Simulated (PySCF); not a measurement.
# Shapes and spin states of OF2

Method: PBE0 in PySCF with O def2-TZVP, F def2-TZVP; no relativity; density-fitted integrals.

Relaxations began from a few typed shapes and spin states; open shells are unrestricted. The search is not exhaustive: other isomers or separated fragments can lie lower, and high-lying points may rest on an excited occupation.

Task: Order these stationary points by electronic energy, lowest first, in kJ/mol from the lowest minimum.
A. triplet D∞h: O–F 1.546 Å (×2); F–O–F 180.0°
B. singlet D∞h: O–F 1.542 Å (×2); F–O–F 180.0°
C. triplet C2v: O–F 1.509 Å (×2); F–O–F 141.0°
D. triplet Cs: O–F 1.311 Å; 
E. singlet C2v: O–F 1.381 Å (×2); F–O–F 103.9°

Result: E (0.0), D (123.2), C (157.4), A (258.5), B (381.5).

Task: Which of them are minima?

Result: By energy in kJ/mol, 0.0: minimum; 123.2: minimum; 157.4: saddle point, 1 imaginary mode; 258.5: saddle point, 1 imaginary mode; 381.5: saddle point, 2 imaginary modes.

Starts that fell apart ended at 157 kJ/mol on the same scale (coarser grid).

Counting electrons, oxygen keeps 4 of its valence electrons outside its bonds, so the VSEPR class is AX2E2 and the expected shape is bent (C2v), as computed.

The electron or spin density has lower symmetry than the nuclear frame for the triplet D∞h at 258.5 kJ/mol, singlet D∞h at 381.5 kJ/mol.
